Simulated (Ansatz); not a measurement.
Two isomers of C3H5NO: A = `CC(N)=C=O`, B = `CC(=N)C=O`.

Calculated with Ansatz (gas phase, PBE0-D4/def2-TZVP geometries, no zero-point term in ΔE). CCSD(T)/CBS is the MP2 limit (def2-TZVPP, def2-QZVPP) plus CCSD(T) − MP2 in def2-TZVPP, frozen cores. Functionals use def2-TZVPP. B3LYP here is the variant with VWN-RPA as its local correlation; programs differ in this. Each species was taken in one conformer, which may not be the lowest.

A:

```xyz
10

C    -1.2147   -0.4783    0.1316
C     0.1493    0.0828   -0.1138
N     1.0865    0.1551    0.9653
C     0.5253    0.5177   -1.2975
O     0.8915    0.9100   -2.3294
H    -1.7385    0.1054    0.8949
H    -1.1465   -1.5097    0.4907
H    -1.8216   -0.4733   -0.7764
H     1.9137   -0.4076    0.8251
H     1.3551    1.0979    1.2094
```

B:

Z-matrix (Å, degrees):
```
C
C 1 1.490
H 1 1.095 2 110.6
H 1 1.095 2 110.7 3 118.1
H 1 1.088 2 110.2 3 -120.9
N 2 1.264 1 122.6 3 120.4
C 2 1.515 1 116.9 3 -59.5
H 6 1.026 2 108.7 1 -180.0
O 7 1.199 2 122.5 1 179.9
H 7 1.110 2 116.3 1 -0.1
```

(1) Which is lower in electronic energy at CCSD(T)/CBS, and by how much? (Best estimate.)

(2) Give E(B) − E(A) in kJ/mol with PBE0-D4, ωB97M-V, HF/def2-TZVPP, CCSD(T)/def2-TZVPP, CCSD(T)/def2-SVP, B3LYP, MP2/def2-TZVPP. (Estimate.)

(3) Does the order hold for the free energy at 298.15 K (harmonic terms from PBE0-D4)? (Best estimate.)

Largest T1 diagnostic: 0.015.

Results:

(1) Ansatz gave: B, by 44.7 kJ/mol.

(2) Ansatz gave: PBE0-D4 -28.7, ωB97M-V -37.8, HF/def2-TZVPP -49.1, CCSD(T)/def2-TZVPP -47.9, CCSD(T)/def2-SVP -58.0, B3LYP -33.2, MP2/def2-TZVPP -38.8. None reverses the order clearly.

(3) The calculation gave: Yes: G(B) − G(A) = -43.8 kJ/mol, for one conformer each.

From BLYP to BHLYP (50 % exact exchange), in def2-TZVPP and without D4, E(B) − E(A) moves by −7.6 kJ/mol. At CCSD(T), def2-SVP lies −13.4 kJ/mol from the extrapolated value and def2-TZVPP −3.2 kJ/mol.
